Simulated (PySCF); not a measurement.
**Fluorine: a sound run and one with changed settings**

Sound run: F [He] 2s2 2p5, F⁺ [He] 2s2 2p4. Calculation: PySCF 2.14, in aug-cc-pVDZ (4s3p2d, 23 functions); no relativity, point nucleus. In the sound run the correlated levels freeze 1s2. The sound run starts from symmetry-adapted Hartree-Fock orbitals and uses a fine grid where one is needed.

A second run was set up differently.

```tsv
species	method	sound run (hartree)	changed run (hartree)	converged
F	MP2	-99.53570	-99.53774	yes
F	CCSD(T)	-99.55007	-99.55194	yes
F⁺	MP2	-98.90483	-98.90672	yes
F⁺	CCSD(T)	-98.92111	-98.92286	yes
```

Ionisation energy of F:

```csv
method,sound run (eV),changed run (eV)
UHF,15.767,15.767
MP2,17.167,17.171
SCS-MP2,17.117,17.118
CCSD,17.085,17.088
CCSD(T),17.115,17.118
```

Question: What was changed?
A. level shift left on
B. all electrons correlated in a valence basis
C. a valence shell is frozen
D. too few SCF iterations

Answer: B. A valence basis has no tight correlating functions, so it recovers only part of the core correlation, and not evenly between atom and ion.
